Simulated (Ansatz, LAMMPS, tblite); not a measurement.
# Lattice parameter a of wurtzite CdSe: levels of theory against measurement

Reference value: 4.298 Å (measured, temperature not stated, no zero-point or thermal correction; as tabulated in PVEducation, CdSe (wurtzite), citing its ref. 1).

```json
[
 {"level (code)": "ionic model grunwald2012 (rigid ions, LAMMPS)", "value (Å)": "4.377", "difference (%)": "+1.84"},
 {"level (code)": "IPEA1-xTB (tblite)", "value (Å)": "4.216", "difference (%)": "-1.91"},
 {"level (code)": "LDA (Ansatz)", "value (Å)": "4.247", "difference (%)": "-1.19"},
 {"level (code)": "PBE (Ansatz)", "value (Å)": "4.383", "difference (%)": "+1.98"},
 {"level (code)": "PBE-D3(BJ) (Ansatz)", "value (Å)": "4.322", "difference (%)": "+0.56"},
 {"level (code)": "r²SCAN (Ansatz)", "value (Å)": "4.340", "difference (%)": "+0.98"},
 {"level (code)": "Hartree–Fock (Ansatz)", "value (Å)": "4.461", "difference (%)": "+3.79"}
]
```

Leaving aside IPEA1-xTB (doubt noted below): The reference's temperature isn't stated, so close values are not ranked against it. Off by more than 1.25 %, or 1.75 % on the side where a correction would as a rule narrow the miss (bounds picked here): Hartree–Fock (+3.79 %), PBE (+1.98 %), ionic model grunwald2012 (+1.84 %).

The reference isn't brought to a static lattice, while the calculations are for one, so the differences are not the levels' errors alone.  IPEA1-xTB: this parameter set was refitted to ionisation energies, not structures. IPEA1-xTB: the run uses a supercell at the zone centre in place of a k mesh. Cutoffs and k meshes differ between the levels. Ansatz's density-functional and Hartree–Fock values are scalar-relativistic unless marked +SOC, with PAW data made under PBE.

Empirical potentials (ionic model grunwald2012) are fitted to chosen data: where that held the value shown, agreement is built in, and what lay outside the fit can be far off.

Differences are worked out from the printed values.

Ansatz is a first-principles code.
